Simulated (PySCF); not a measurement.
Bond stretch in CS2, SMILES S=C=S, singlet. The C1–S3 bond (C1 also carries S; S3 carries nothing else) is stretched with both fragments frozen at the PBE0/def2-TZVP optimised geometry.

Calculation: CCSD(T) on UHF/6-31G, 11 core orbitals frozen in PySCF 2.14.0.

**Question.** Relative to R = 1.61 Å, what are the energies at R = 1.45, 1.49, 1.70, 2.55 Å?

**Answer.** 30.8 mEh at 1.45 Å, 17.0 mEh at 1.49 Å, 3.0 mEh at 1.70 Å, 133.4 mEh at 2.55 Å.

The unrestricted determinant behind UCCSD(T) is spin-contaminated at 2.34 to 5.45 Å (<S²> up to 1.0, against 0.00 for a pure singlet).
